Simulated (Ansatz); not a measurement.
Consider the hydrogenolysis of a C–C bond: `O=C/C(F)=C/F` + H₂ → `F/C=C/F` + `C=O`.

Isolated molecules relaxed with PBE0-D4/def2-TZVP in Ansatz; ΔE leaves out vibrations. CBS: MP2 limit from def2 TZ/QZ plus the TZ coupled-cluster correction, frozen cores. This one scheme is used for every species. Double bonds are as drawn, so ΔE can hold a change between cis and trans. DFT in def2-TZVPP. Each species was taken in one conformer, which may not be the lowest.

`O=C/C(F)=C/F`:

Cartesian coordinates in Å:
```
O 0.408 -0.754 -1.805
C -0.093 -1.041 -0.749
C -0.194 -0.125 0.395
F -0.783 -0.626 1.481
C 0.268 1.122 0.361
F 0.175 1.939 1.390
H -0.528 -2.042 -0.552
H 0.746 1.527 -0.522
```

H₂:

```xyz
2

H    -0.206   -0.229    0.211
H     0.206    0.229   -0.211
```

`F/C=C/F`:

Z-matrix (Å, degrees):
```
C
C 1 1.319
F 1 1.334 2 120.4
H 1 1.083 2 124.9 3 180.0
F 2 1.335 1 120.4 3 -180.0
H 2 1.083 1 124.9 3 0.0
```

`C=O`:

Cartesian coordinates in Å:
```
C -0.004 -0.001 0.003
O 0.904 0.304 -0.712
H -0.287 0.607 0.886
H -0.614 -0.910 -0.176
```

Question: Is it downhill or uphill in electronic energy at CCSD(T)/CBS, and by how much? (Best estimate.)

Answer: Ansatz gave: Downhill: ΔE = -0.14 eV.

Question: What do these levels give: PBE0-D4, PBE, PBE0, HF/def2-TZVPP, HF/def2-QZVPP, MP2/def2-QZVPP? (An estimate is asked.)

Answer: Computed: PBE0-D4 -0.04, PBE -0.01, PBE0 -0.08, HF/def2-TZVPP -0.37, HF/def2-QZVPP -0.37, MP2/def2-QZVPP -0.07 eV.

Largest T1 diagnostic among the species: 0.015.

In def2-TZVPP, CCSD(T) changes the Hartree–Fock value by +0.22 eV (the triples alone add +0.07 eV) and MP2 by +0.29 eV. From PBE to PBE0 (25 % exact exchange), in def2-TZVPP and without D4, ΔE moves by −0.08 eV. The D4 term adds +0.08 eV with B3LYP and +0.04 eV with PBE0; it sums over pairs of atoms, weighted by their polarisabilities, and B3LYP, whose exchange is more repulsive, gets the larger term.

B3LYP here is the variant with VWN-RPA as its local correlation; programs differ in this.
